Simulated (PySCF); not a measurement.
# A diatomic session: SiB

One table from this session's results is given with a row withheld; the runs are named, their logs left out.

Program: PySCF 2.14.0. Level of theory: Si 3-21G, B 3-21G, no relativity. These are calculated values, not measurements.

The first run:

The job is set up so:

```yaml
atoms: Si, B
charge: 0
basis: Si 3-21G, B 3-21G
Hamiltonian: no relativity
basis_functions: 22
electrons_treated: 19
masses_in_u: 27.9769, 11.0093
levels: PBE0, PBE, r²SCAN, B2PLYP, TPSSh, B3LYP, CAM-B3LYP, HF, MP2, SCS-MP2, CCSD, CCSD(T)
grid: 80 radial by 434 angular points
occupations: held fixed by the projection of orbital angular momentum
dissociation_limit: Si + B, each in its ground configuration
starting_distance_in_angstrom: 1.930
values_of_2S_to_try: 1, 3
```

Started as:

```sh
> OMP_NUM_THREADS=1 python dia.py task.json out
```

Steps of the session up to this table: Input; First curve: PBE0; Other states along the same grid; PBE (GGA); r²SCAN (meta-GGA); B2PLYP; TPSSh (hybrid meta-GGA); B3LYP; CAM-B3LYP (range-separated hybrid); UHF (mean field); Adding correlation.

One of the session's tables, all rows but one given; the rest of the session is left out.

It belongs to the step «The curves together». Energy (eV) from each level's lowest point:

| R (Å) | UHF | UHF-MP2 | UHF-SCS-MP2 | UHF-CCSD | UHF-CCSD(T) |
| --- | --- | --- | --- | --- | --- |
| 1.687 | 0.650 | 0.868 | 0.843 | n/a | n/a |
| 1.765 | 0.233 | 0.388 | 0.371 | 0.422 | 0.445 |
| 1.843 | 0.039 | 0.123 | 0.113 | 0.144 | 0.158 |
| 1.902 | 0.000 | 0.028 | 0.024 | 0.039 | 0.046 |
| 1.961 | 0.025 | 0.000 | 0.000 | 0.000 | 0.000 |
| 2.020 | 0.094 | 0.026 | 0.027 | 0.010 | 0.003 |
| 2.098 | 0.222 | 0.131 | 0.127 | 0.078 | 0.063 |
| 2.196 | ? | ? | ? | ? | ? |
| 2.314 | 0.585 | 0.656 | 0.589 | 0.423 | 0.399 |
| 2.471 | 0.818 | 1.050 | 0.934 | n/a | n/a |

**Question.** Estimate the row for R (Å) = 2.196.

Worked estimate for «UHF». A straight line through the neighbours (2.098, 0.222) and (2.314, 0.585) gives 0.222 + (0.585 − 0.222) × (2.196 − 2.098) / (2.314 − 2.098) = 0.387; a parabola fitted to 4 rows on both sides gives 0.392.

**Answer.** UHF: 0.393; UHF-MP2: 0.350; UHF-SCS-MP2: 0.321; UHF-CCSD: 0.215; UHF-CCSD(T): 0.194. In «UHF» the line misses by -0.006 and the parabola by -0.001.
